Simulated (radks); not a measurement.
# N³⁻ held by a Watson sphere

Aim: the size and levels of N³⁻ inside a shell of charge +3 and radius R, which stands for the Madelung well of a crystal, for several R.

Program: radks (a radial shooting solver on a logarithmic mesh, Libxc functionals) version 1. Level of theory: non-relativistic Kohn-Sham, r2SCAN, spin-polarised, spherical densities, point nucleus. These are calculated values, not measurements, unless marked.

### Step 1. What is computed

- element: nitrogen (Z = 7)
- charge: -3
- electrons: 10
- configuration: [Ne]

Outer shells as boxes (Hund's rule):

N³⁻
```
[He] core
2s [↑↓]
2p [↑↓][↑↓][↑↓]
```

### Step 2. R = 1.72 bohr

The run's settings:

```text
Z 7
configuration [Ne]
relativity non-relativistic
functional r2scan,r2scan
spin polarised
nucleus point
watson charge 3 radius 1.72 bohr
```

Started as:

```console
$ python run_ks.py task.json out
```

This one command runs every case of the session in turn.

### Step 3. R = 2.89 bohr

Changes since step 2:

```diff
@@ -6,2 +6,2 @@
 nucleus point
-watson charge 3 radius 1.72 bohr
+watson charge 3 radius 2.89 bohr
```

### Step 4. R = 2.93 bohr

Changes since step 3:

```diff
@@ -6,2 +6,2 @@
 nucleus point
-watson charge 3 radius 2.89 bohr
+watson charge 3 radius 2.93 bohr
```

### Step 5. R = 3.3 bohr

Changes since step 4:

```diff
@@ -6,2 +6,2 @@
 nucleus point
-watson charge 3 radius 2.93 bohr
+watson charge 3 radius 3.3 bohr
```

### Step 6. R = 3.83 bohr

Changes since step 5:

```diff
@@ -6,2 +6,2 @@
 nucleus point
-watson charge 3 radius 3.3 bohr
+watson charge 3 radius 3.83 bohr
```

What does the calculation give? Wanted: for each run, R; highest level; its <r>; sum of <r²>.

As calculated:

```csv
R (bohr),highest level (eV),its <r> (bohr),sum of <r²> (bohr²)
1.72,-8.883,1.623,24.97
2.89,-5.214,2.096,41.00
2.93,-5.127,2.112,41.61
3.3,-4.420,2.257,47.56
3.83,-3.661,2.464,57.05
```

From R = 1.72 to 3.83 bohr the top level moves from -8.883 to -3.661 eV and its mean radius from 1.62 to 2.46 bohr. A wider sphere makes a shallower well, so the ion swells.
